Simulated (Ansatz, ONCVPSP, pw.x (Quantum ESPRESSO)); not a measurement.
## From atom to crystal: ONCV potential for Ti (Z = 22)

```
Element                 : titanium
Generator               : ONCVPSP 4.0.1
Type                    : optimised norm-conserving Vanderbilt (ONCV)
Functional              : PBEsol
Relativity              : scalar-relativistic
Frozen core             : [Ar]
Valence charge          : 4
Reference configuration : 3d2 4s2
Partial waves           : 4s: rc 3.20 bohr, ncon 3, nbas 7, qcut 2.4 1/bohr, 1 projector; p scattering state at 0.35 Ha: rc 2.65 bohr, ncon 4, nbas 8, qcut 2.8 1/bohr, 2 projectors, debl 2.3 Ha; 3d: rc 1.95 bohr, ncon 5, nbas 9, qcut 9.8 1/bohr, 2 projectors, debl 3.1 Ha
Local potential         : polynomial inside 1.80 bohr (lpopt 2, dvloc0 3 Ha)
Core correction         : Teter function, fcfact 2.75, rcfact 1.65
```

In the p channel the program set the typed energies aside and used 0.050, 2.350 Ha.

Atomic tests: cutoffs needed: 31 Ha and 36 Ha (the cutoffs (Ha) at which the residual kinetic energy of the hardest occupied pseudo-wave falls to 1 and 0.1 mHa per electron); ghost test: no bound ghost flagged; no localised positive-energy state flagged; largest excitation error: -735 meV (all-electron minus pseudo) for 3d1 4s0, out of 4 test configurations.

Crystal test: fcc Ti in pw.x 7.5, no spin, 14³ k-points, Fermi–Dirac smearing 0.01 Ry, cutoffs 85/340 Ry. The lattice is a test structure that the element need not adopt, and mesh and smearing are coarse.

pw.x input:

```
&control
  calculation='scf', prefix='x', pseudo_dir='./', outdir='./tmp', tstress=.true., disk_io='none'
/
&system
  ibrav=0, nat=1, ntyp=1, ecutwfc=85, ecutrho=340, nbnd=9,
  occupations='smearing', smearing='fd', degauss=0.01
/
&electrons
  conv_thr=1e-09, mixing_beta=0.4, electron_maxstep=70
/
ATOMIC_SPECIES
Ti 1.0 Ti.UPF
CELL_PARAMETERS angstrom
  0.00000000 2.03452556 2.03452556
  2.03452556 0.00000000 2.03452556
  2.03452556 2.03452556 0.00000000
ATOMIC_POSITIONS crystal
Ti 0.0000 0.0000 0.0000
K_POINTS automatic
14 14 14 0 0 0
```

```bash
pw.x < Ti.scf.in > Ti.scf.out
```

Question: How does the run end?

Answer: It converges; the pressure is -0.44 GPa against -0.56 GPa from all-electron LAPW. The largest radius (3.20 bohr) exceeds half the bond length (2.72 bohr), so the spheres overlap, which is one possible source of error among others. The log shows:

```
     charge density cutoff     =     340.0000  Ry
     scf convergence threshold =      1.0E-09
     Exchange-correlation= PBESOL
     number of k points=   104  Fermi-Dirac smearing, width (Ry)=  0.0100
     iteration #  1     ecut=    85.00 Ry     beta= 0.40
     total energy              =      -8.03573019 Ry
     estimated scf accuracy    <       0.02357286 Ry
     iteration #  2     ecut=    85.00 Ry     beta= 0.40
     total energy              =      -8.03802783 Ry
     estimated scf accuracy    <       0.00127659 Ry
     iteration #  3     ecut=    85.00 Ry     beta= 0.40
     total energy              =      -8.03837960 Ry
     estimated scf accuracy    <       0.00010857 Ry
     iteration #  4     ecut=    85.00 Ry     beta= 0.40
     total energy              =      -8.03840578 Ry
     estimated scf accuracy    <       0.00000780 Ry
     iteration #  5     ecut=    85.00 Ry     beta= 0.40
     total energy              =      -8.03840887 Ry
     estimated scf accuracy    <       0.00000082 Ry
     iteration #  6     ecut=    85.00 Ry     beta= 0.40
     total energy              =      -8.03840905 Ry
     estimated scf accuracy    <          8.9E-09 Ry
     iteration #  7     ecut=    85.00 Ry     beta= 0.40
     total energy              =      -8.03840906 Ry
     estimated scf accuracy    <          2.6E-09 Ry
     iteration #  8     ecut=    85.00 Ry     beta= 0.40
     the Fermi energy is     8.4596 ev
!    total energy              =      -8.03840906 Ry
     estimated scf accuracy    <          1.3E-10 Ry
     smearing contrib. (-TS)   =      -0.00742868 Ry
     The total energy is F=E-TS. E is the sum of the following terms:
     one-electron contribution =       5.06164937 Ry
     hartree contribution      =       0.25326669 Ry
     xc contribution           =      -3.80576749 Ry
     ewald contribution        =      -9.54012895 Ry
     convergence has been achieved in   8 iterations
          total   stress  (Ry/bohr**3)                   (kbar)     P=       -4.40
     Message from routine punch:
     Nothing written, as per user request (disk_io='none')
```
